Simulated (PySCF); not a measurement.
# Relaxation of doublet SF₂⁺

Method: UPBE0/[S def2-TZVP, F def2-TZVP], no relativity, density fitting, PySCF. A (50,194) grid was used.

A hand-made bent start, of C2v symmetry, held to at least that symmetry:

```xyz
3
charge 1 multiplicity 2, angstrom
S     0.0000    0.0000   -0.5098
F     1.3406    0.0000    0.4289
F    -1.3406    0.0000    0.4289
```

(1) What forces act on the atoms at the start (eV/Å)?

(2) What does it relax to?

(3) How much energy is released, and in how many steps?

Results:

(1) 
```csv
atom,Fx,Fy,Fz
S1,0.00,0.00,3.91
F2,-3.83,0.00,-1.96
F3,3.83,0.00,-1.96
```

(2) It ends at C2v with S–F 1.506 Å (×2); F–S–F 102.0° (after a last refinement on a finer grid). A frequency run shows a minimum. Other isomers or separated fragments may lie lower.

(3) 69.4 kJ/mol in 5 steps.

The relaxation took 6.2 s on 4 threads of a shared Arm Neoverse V1 host, with 99 basis functions and 7 gradients; the process peaked at 0.53 GiB. Launch command: `OMP_NUM_THREADS=4 python axn.py task.json out`.
